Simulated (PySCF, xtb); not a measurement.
# Two isomers of C3H4F2

We compare I, `F[C@@H]1C[C@H]1F`, a singlet, with II, `FC1(F)CC1`, a singlet. Both are isolated molecules in the gas phase, relaxed with PBE0-D4/def2-SVP.

Energies in hartree; the thermal terms are from PBE0-D4/def2-SVP harmonic frequencies (ideal gas, rigid rotor, one conformer each, 298.15 K, 1 atm) and include the zero-point energy:

```
                              I           II
E, CCSD(T)/def2-SVP  −315.331995  −315.346450
    E, MP2/def2-SVP  −315.277388  −315.292595
  E, MP2/def2-TZVPP  −315.873906  −315.887185
  zero-point energy     0.066225     0.066040
       H(298 K) − E     0.071759     0.071438
       G(298 K) − E     0.039268     0.039387
```

Correct the CCSD(T) difference for the basis set by the MP2 change, then work out ΔE, ΔE₀, ΔH and ΔG for I → II in kcal/mol (1 Eh = 627.51 kcal/mol) and the equilibrium ratio [II]/[I].

1. Differences II − I: CCSD(T) −0.014455, MP2 in the small set −0.015207, MP2 in the large set −0.013279 Eh.
2. ΔE = −0.014455 + (−0.013279 − (−0.015207)) = −0.012527 Eh = −7.86 kcal/mol.
3. ΔE₀ = ΔE + ΔZPE = −0.012527 + (−0.000185) Eh = −7.98 kcal/mol.
4. ΔH = ΔE + (−0.000321) Eh = −8.06 kcal/mol.
5. ΔG = ΔE + (+0.000119) Eh = −7.79 kcal/mol, so ΔS = (ΔH − ΔG)/T = −3.9 J/(mol K).
6. kT = 0.9442 mEh, so K = [II]/[I] = exp(−ΔG/kT) = exp(+13.14) ≈ 5.1 × 10^5.

Structure II is favoured at this temperature. An error of 1 kcal/mol in ΔG would change K by a factor of 5.4. Mirror images and further conformers aren't counted.

As drawn, both hold the same kinds of bond in the same numbers.

Other levels gave ΔE = −3.3 (GFN2-xTB); −7.9 (HF/STO-3G, GFN2-xTB geometries); −9.3 (r2SCAN-D4/def2-SVP, GFN2-xTB geometries); −8.9 (PBE0-D4/def2-SVP); −8.2 (HF/def2-SVP); −9.5 (MP2/def2-SVP); −9.1 (CCSD(T)/def2-SVP) kcal/mol. The correlated steps freeze 5 core orbitals. Programs: PySCF 2.14.0, xtb 6.7.1.
